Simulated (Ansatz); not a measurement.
The input, for Ansatz 0.2.0:

```yaml
crystal:
  periodic: [false, false, false]
  atoms:
    - {symbol: N, position_ang: [-1.983961, -0.012635, -0.019666]}
    - {symbol: H, position_ang: [-2.281240, 0.955198, -0.019665]}
    - {symbol: H, position_ang: [-2.281240, -0.414935, 0.860594]}
    - {symbol: H, position_ang: [-0.469961, -0.012635, -0.019666]}
    - {symbol: Si, position_ang: [1.170039, -0.012634, -0.019666]}
basis:
  gaussian: {orbitals: cc-pVDZ}
magnetization: {spin_polarized: false, initial_magnetization: 2}
correlation: {method: ccsd_t, electrons: outside_noble_gas}
accuracy: high
```

```sh
$ ansatz run in.yaml --threads 1 --pin off --events-out ev --progress --plain --max-ram 2393MiB
```

Output:

```
998 factors; integrals over basis functions are off by at most 3.1e-9 eV
mean field evaluation 1: about -9382.9402 eV, gradient 3.1e1 eV
mean field evaluation 2: about -9382.9412 eV, gradient 3.1e1 eV
mean field evaluation 4: about -9386.3816 eV, gradient 2.4e0 eV
mean field evaluation 8: about -9386.7156 eV, gradient 3.6e-1 eV
mean field evaluation 16: about -9386.7243 eV, gradient 2.3e-8 eV
mean field evaluation 32: about -9386.7243 eV, gradient 1.3e-2 eV
mean field evaluation 64: about -9386.7243 eV, gradient 4.7e-5 eV
mean field evaluation 96: about -9384.5925 eV, gradient 1.7e1 eV
mean field evaluation 128: about -9386.7244 eV, gradient 2.9e-2 eV
mean field evaluation 160: about -9384.5925 eV, gradient 1.7e1 eV
...
cycle  12  -7.70660516 eV  change    5.9e-8 eV  update   1.2e-7
cycle  13  -7.70660513 eV  change    2.8e-8 eV  update   7.4e-8
cycle  14  -7.70660516 eV  change   -2.6e-8 eV  update   4.6e-8
cycle  15  -7.70660475 eV  change    4.1e-7 eV  update   9.8e-8
cycle  16  -7.70660471 eV  change    3.7e-8 eV  update   3.6e-8
cycle  17  -7.70660470 eV  change    7.8e-9 eV  update   1.5e-8
cycle  18  -7.70660471 eV  change   -9.1e-9 eV  update   7.8e-9
cycle  19  -7.70660472 eV  change   -6.2e-9 eV  update   4.2e-9
cycle  20  -7.70660472 eV  change   -1.6e-9 eV  update   2.1e-9
cycle  21  -7.70660472 eV  change  -5.6e-10 eV  update   1.1e-9
perturbative correction -0.20186684 eV, -0.0074184697 hartree
Total energy: -9394.63279867 eV, -345.2463874404 hartree
```

Ran on 1 thread of Arm Neoverse V2, shared host: 20 s wall, 0.19 GiB peak host memory.
